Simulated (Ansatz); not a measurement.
Zinc-blende BeTe was calculated with HSE06-D3(BJ) in Ansatz (plane waves, PAW).

Run with plane-wave cutoff 460 eV, 8×8×8 k mesh, Fermi–Dirac smearing 0.01 eV, scalar-relativistic PAW data made under PBE.

A third-order Birch–Murnaghan fit to the energies gives V0 = 21.231 Å³/atom, B0 = 67.2 GPa, B′ = 3.9.

| V (Å³/atom) | P (GPa) |
|---|---|
| 20.167 | 3.81 |
| 20.698 | ? |
| 21.104 | 0.40 |
| 21.759 | -1.58 |
| 22.115 | ? |

Estimate the withheld pressures from this fit; the answers are the runs' own values.


- 20.698, P (GPa): 1.79
- 22.115, P (GPa): -2.54

The formula P = (3/2) B0 (x^(7/3) − x^(5/3)) [1 + (3/4)(B′ − 4)(x^(2/3) − 1)] with x = V0/V meets the computed pressures within 0.01 GPa when these rounded values are put in.

Measured, for comparison: bulk modulus 67 GPa (room temperature, no zero-point or thermal correction; as tabulated in Elmahjoubi et al. (2023), arXiv:2303.01780); equilibrium volume per atom 22.26 Å³/atom (temperature not stated, no zero-point or thermal correction; as tabulated in Bernardini et al. (2000), arXiv:cond-mat/0007180). Computed (rounded) less measured: bulk modulus +0.3 %, equilibrium volume per atom -4.6 %.

Spin–orbit coupling is not included.

Ansatz is a first-principles code.
